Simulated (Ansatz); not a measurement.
## Which is lower?

Two relaxed structures of SiH₂SO, closed shell (PBE0-D4/def2-TZVP; forces vanish, vibrations not checked).

A:

```xyz
5
angstrom
O -0.4589 -0.0331 -1.1172
Si 0.2522 0.1668 0.3283
S 1.4845 1.5734 0.7956
H -1.0552 -0.7799 -1.2162
H -0.2225 -0.9271 1.2094
```

B:

```
5
angstrom
O 0.0479 0.2095 -0.9149
Si -0.0103 0.0912 0.7413
S 1.5932 1.4471 1.2042
H -0.6035 -0.3287 -1.3727
H 1.8700 1.7392 -0.0803
```

Ansatz 0.2.0; basis: def2-TZVPP; cores frozen in the correlated methods. B3LYP uses VWN-RPA correlation.

Problem. Which structure is lower at CCSD(T), and by how much? (To be estimated.)

Solution. The calculation gives: A, by 0.400 eV (electronic energy, against the other). By their contacts, A is SiH₂SO ([OH][SiH][S]) and B is SiH₂SO ([OH][Si][SH]).

All methods give the same order:

```json
{"method": "PBE-D4", "E(B) − E(A) (eV)": "0.344"}
{"method": "r2SCAN-D4", "E(B) − E(A) (eV)": "0.514"}
{"method": "PBE0-D4", "E(B) − E(A) (eV)": "0.404"}
{"method": "B3LYP-D4", "E(B) − E(A) (eV)": "0.373"}
{"method": "wB97M-V", "E(B) − E(A) (eV)": "0.315"}
{"method": "HF", "E(B) − E(A) (eV)": "0.502"}
{"method": "MP2", "E(B) − E(A) (eV)": "0.544"}
{"method": "CCSD", "E(B) − E(A) (eV)": "0.391"}
{"method": "CCSD(T)", "E(B) − E(A) (eV)": "0.400"}
```

T1 diagnostic: at most 0.016.

Labels in which every atom is bracketed show which atoms are joined, not bond orders.

For scale, one of the runs: CCSD(T)/def2-TZVPP, 143 basis functions, launched by `ansatz run in.yaml --threads 2 --pin off --events-out ev --progress --plain --max-ram 4352MiB`. Hardware: 2 CPU threads of an Intel Xeon 6975P-C, shared host. Wall time 4.8 s; peak host memory 0.89 GiB.
